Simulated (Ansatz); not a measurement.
**[H···H···F], doublet: transfer scan**

Starting geometry:

```json
{"atom": "H", "x (Å)": "0.0000", "y (Å)": "0.0000", "z (Å)": "-0.8820"}
{"atom": "H", "x (Å)": "0.0000", "y (Å)": "0.0000", "z (Å)": "-0.1370"}
{"atom": "F", "x (Å)": "0.0000", "y (Å)": "0.0000", "z (Å)": "1.0190"}
```

From there H2 is moved from one fragment to the other while all else, the fragments' distance too, stays fixed; atoms are numbered as listed. Energies are in eV, counted from the starting geometry at the same level. Kohn–Sham curves are unrestricted where that lies lower.

Basis 6-31G; Ansatz 0.2.0. Correlated methods freeze the noble-gas cores.

In so small a basis the reference is far from its limit while semilocal and hybrid functionals are nearer theirs (RPA and double hybrids share much of the reference's basis error), so the functionals' errors here hold much of the reference's basis and frozen-core error, which can add to them or hide them.

Full CI is exact within this basis and frozen core; it isn't the basis-set limit.

```tsv
distance H1-H2 (Å)	full CI	SPW92	PBE	revPBE	r2SCAN	PBE0	B3LYP	wB97M-V	B2PLYP	RPA-PBE
0.693	0.127	0.229	0.177	0.162	0.161	0.151	0.142	0.136	0.137	0.104
0.745	0.000	0.000	0.000	0.000	0.000	0.000	0.000	0.000	0.000	0.000
0.782	-0.069	-0.112	-0.081	-0.072	-0.076	-0.071	-0.062	-0.062	-0.068	-0.038
0.818	-0.131	-0.189	-0.134	-0.116	-0.131	-0.122	-0.101	-0.107	-0.120	-0.059
0.855	-0.190	-0.240	-0.165	-0.139	-0.169	-0.160	-0.124	-0.139	-0.163	-0.068
0.891	-0.239	-0.259	-0.171	-0.139	-0.187	-0.181	-0.129	-0.156	-0.192	-0.065
0.928	-0.270	-0.243	-0.147	-0.109	-0.177	-0.179	-0.109	-0.150	-0.198	-0.044
0.964	-0.266	-0.182	-0.083	-0.040	-0.128	-0.142	-0.055	-0.110	-0.170	0.006
1.001	-0.207	-0.057	0.041	0.087	-0.020	-0.050	0.056	-0.015	-0.086	0.107
```
